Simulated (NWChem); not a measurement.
The numbers come from NWChem runs, not from measurements. System: C₂H₃F, charge 0, spin multiplicity 1, at a geometry optimised with PBE0/def2-SVP. The structure started from a generated list of species. Level: G0W0@PBE0/def2-TZVPP, RI basis def2-tzvpp-rifit.

NWChem printed:

```
             Northwest Computational Chemistry Package (NWChem) 7.3.0
             --------------------------------------------------------

                                NWChem Input Module
                                -------------------

 Scaling coordinates for geometry "geometry" by  1.889725989
 (inverse scale =  0.529177249)

 Turning off AUTOSYM since
 SYMMETRY directive was detected!

                             Geometry "geometry" -> ""
                             -------------------------

 Output coordinates in angstroms (scale by  1.889725989 to convert to a.u.)

  No.       Tag          Charge          X              Y              Z
 ---- ---------------- ---------- -------------- -------------- --------------
    1 C                    6.0000     1.18153200    -0.18712500     0.00000000
    2 C                    6.0000    -0.12590100    -0.40751700     0.00000000
    3 F                    9.0000    -1.02129500     0.57432800     0.00000000
    4 H                    1.0000     1.58230300     0.82865300     0.00000000
    5 H                    1.0000     1.86999400    -1.03247000     0.00000000
    6 H                    1.0000    -0.59442500    -1.39728600     0.00000000

 Effective nuclear repulsion energy (a.u.)      67.6383997719

            Nuclear Dipole moment (a.u.)
            ----------------------------
        X                 Y               Z
 ---------------- ---------------- ----------------
     0.0000056692    -0.0000056692     0.0000000000

      Symmetry information
      --------------------

 Group name             Cs
 Group number              2
 Group order               2
 No. of unique centers     6

      Symmetry unique atoms

     1    2    3    4    5    6


 Summary of "ao basis" -> "" (spherical)
 ------------------------------------------------------------------------------
       Tag                 Description            Shells   Functions and Types
 ---------------- ------------------------------  ------  ---------------------
 *                         def2-tzvpp                 on all atoms

 new library libraries.bse/

 Summary of "ri basis" -> "" (spherical)
 ------------------------------------------------------------------------------
       Tag                 Description            Shells   Functions and Types
 ---------------- ------------------------------  ------  ---------------------
 *                      def2-tzvpp-rifit              on all atoms
[...]
     5      3.352834  1 C  s                 96     -2.402072  4 H  s
    36     -1.714755  2 C  s                  4      1.261060  1 C  s
   110     -0.880682  5 H  s                124      0.769975  6 H  s
    43     -0.709150  2 C  px                35     -0.652796  2 C  s
    40     -0.524983  2 C  px                13      0.511790  1 C  py

 center of mass
 --------------
 x =  -0.15829872 y =   0.08877398 z =   0.00000000

 moments of inertia (a.u.)
 ------------------
          43.967657682620          45.664316057720           0.000000000000
          45.664316057720         152.981771647775           0.000000000000
           0.000000000000           0.000000000000         196.949429330395

     Multipole analysis of the density
     ---------------------------------

     L   x y z        total         alpha         beta         nuclear
     -   - - -        -----         -----         ----         -------
     0   0 0 0     -0.000000    -12.000000    -12.000000     24.000000

     1   1 0 0      0.300091      0.150043      0.150043      0.000006
     1   0 1 0     -0.402325     -0.201159     -0.201159     -0.000006
     1   0 0 1     -0.000000     -0.000000     -0.000000      0.000000

     2   2 0 0    -12.569954    -49.517185    -49.517185     86.464417
     2   1 1 0      0.837811     11.286904     11.286904    -21.735997
     2   1 0 1      0.000000      0.000000      0.000000      0.000000
     2   0 2 0    -11.931194    -20.036050    -20.036050     28.140906
     2   0 1 1     -0.000000     -0.000000     -0.000000      0.000000
     2   0 0 2    -14.234433     -7.117216     -7.117216      0.000000

 Task  times  cpu:       20.6s     wall:       20.6s

                                NWChem Input Module
                                -------------------

                                 NWChem GW Module
                                 ----------------

                             ***********************
                             ***        GW       ***
                             ***********************

 Summary of "ri basis" -> "ri basis" (spherical)
 ------------------------------------------------------------------------------
       Tag                 Description            Shells   Functions and Types
 ---------------- ------------------------------  ------  ---------------------
 C                      def2-tzvpp-rifit            22       76   8s6p4d3f1g
 F                      def2-tzvpp-rifit            22       76   8s6p4d3f1g
 H                      def2-tzvpp-rifit            10       30   4s3p2d1f

                 Memory Information
                 ------------------
          Available GA per process is          1699.9 MBs
          Available stack per process is        700.0 MBs
          Available heap per process is           0.0 MBs

          Peak memory in Initialization
              Peak GA per process is                  5.6 MBs
              Peak stack per process is               0.2 MBs
              Peak heap per process is                5.8 MBs
              Memory not in MA per process            0.0 MBs

          Peak memory in AFF Calculation
              Peak GA per process is                 24.7 MBs
              Peak stack per process is              16.6 MBs
              Peak heap per process is                0.0 MBs
              Memory not in MA per process           16.6 MBs

          Computing 2-center integrals
          Computing Inverse Cholesky factor
          Computing 3-center integrals
          Computing V_xc ...

          Computing Sigma_x
          Computing RPA polarizability
          Solving quasiparticle equations

                  Alpha Orbitals
          State     Energy (eV)     Error (eV)
          -----------------------------------
@GW         9        -15.765           0.002
@GW        10        -14.430           0.002
@GW        11        -13.438           0.002
@GW        12        -10.197           0.002
@GW        13          2.685           0.002
@GW        14          3.930           0.004

   Applying  -2.4993 eV scissor-shift to rest of particle states

   Applying   2.4519 eV scissor-shift to rest of hole states

     GW Timing Statistics
   ------------------------
   Init.   :          0.1s
     ERIs  :          1.6s
     Distr.:          0.0s
     Vxc   :          2.6s
   Sigma_x :          0.0s
   RPA     :          0.9s
   Wmn     :          0.0s
   Sigma_c :          0.0s
   GW total:          5.3s

 Task  times  cpu:        5.3s     wall:        5.3s

 Total times  cpu:       25.9s     wall:       25.9s
```

Task: Write an NWChem input that would produce this output.

Result: This is not unique; one that fits is 
```
start mol
memory heap 200 mb stack 700 mb global 1700 mb
geometry units angstroms nocenter noautoz
  C      1.181532    -0.187125     0.000000
  C     -0.125901    -0.407517     0.000000
  F     -1.021295     0.574328     0.000000
  H      1.582303     0.828653     0.000000
  H      1.869994    -1.032470     0.000000
  H     -0.594425    -1.397286     0.000000
  symmetry group Cs
end
basis spherical
  * library def2-tzvpp
end
basis "ri basis" bse spherical
  * library def2-tzvpp-rifit
end
dft
  xc pbe0
  iterations 100
  direct
  tolerances tight
end
task dft energy
gw
  states alpha occ 4 vir 2
end
task dft gw
```
